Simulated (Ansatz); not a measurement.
# [Br···H···NH], triplet along the distance Br1-H2

Starting geometry:

```yaml
atoms:
  - { symbol: Br, position_ang: [-2.0144, 0.2511, 0.0000] }
  - { symbol: H, position_ang: [-0.5938, 0.2511, 0.0000] }
  - { symbol: N, position_ang: [1.1696, 0.2511, 0.0000] }
  - { symbol: H, position_ang: [1.4387, -0.7532, 0.0000] }
```

From there H2 is moved from one fragment to the other while all else, the fragments' distance too, stays fixed, so the hump isn't the reaction's barrier; atoms are numbered as listed. Energies are in kcal/mol, counted from the starting geometry at the same level.

Basis cc-pVTZ; Ansatz 0.2.0. Only valence electrons are correlated (noble-gas cores and the filled d shells of p-block atoms frozen). R marks a restricted (for open shells ROHF) determinant, U an unrestricted one. No spin–orbit coupling is included, and no scalar relativity.

Full CI isn't at hand for all of this; UCCSDT(Q) serves as the reference, and is uncertain by about the last step of the cluster series. The frozen core follows each run's orbitals, which can shift R against U totals by a few meV for light atoms and by up to 0.1 eV past Ca.

| distance Br1-H2 (Å) | RHF |
| --- | --- |
| 1.421 | 0.0 |
| 1.524 | 4.0 |
| 1.731 | 19.4 |
| 1.937 | 23.7 |
| 2.144 | 3.7 |

Q: Estimate the UCCSDT(Q) curve in cc-pVTZ from this one, knowing how RHF errs.

A: The computed UCCSDT(Q) values, in kcal/mol from the starting point, and the error of RHF against them:
| distance Br1-H2 (Å) | UCCSDT(Q) | RHF less UCCSDT(Q) |
| --- | --- | --- |
| 1.421 | 0.0 | 0.0 |
| 1.524 | 1.8 | 2.2 |
| 1.731 | 9.4 | 10.0 |
| 1.937 | 6.3 | 17.4 |
| 2.144 | -3.2 | 6.9 |

The error spans 17.4 kcal/mol and is largest, 17.4 kcal/mol, at 1.937 Å.
